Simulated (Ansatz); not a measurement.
We consider zinc-blende HgTe, described by PBEsol in Ansatz (plane waves, PAW).

Settings: plane-wave cutoff 520 eV, 20×20×20 k mesh, Fermi–Dirac smearing 0.05 eV, scalar-relativistic PAW data made under PBE.

The cell has the measured lattice: a = b = c = 6.453 Å, α = β = γ = 90.00°.

Task: What does this level give for the elastic constant C11, Voigt–Reuss–Hill bulk modulus, elastic constant C12 and elastic constant C44?

Result: 
- elastic constant C11: 58.2 GPa
- Voigt–Reuss–Hill bulk modulus: 48.1 GPa
- elastic constant C12: 43.0 GPa
- elastic constant C44: 20.7 GPa

Measured, for comparison: elastic constant C11 53.6 GPa, elastic constant C12 36.6 GPa, elastic constant C44 21.2 GPa (temperature not stated, not corrected to a static lattice; as tabulated in Oses et al. (2018), arXiv:1811.08464). Computed (rounded) less measured: elastic constant C11 +9 %, elastic constant C12 +17 %, elastic constant C44 -2 %. A static lattice is as a rule a little smaller and stiffer than an uncorrected measurement, which narrows the difference in the elastic constant C11 and would widen misses of the other sign.

Note: the solid has no gap at this level, which affects its response; the cell isn't this level's own, so it is under some stress, which shifts stiffness and frequencies.

Elastic constants are with the ions relaxed.

Spin–orbit coupling is not included; it can shift volumes and moduli of such heavy elements.

Computed values are for the static lattice.

The result took very roughly 40 core-minutes.

Ansatz is a first-principles code.
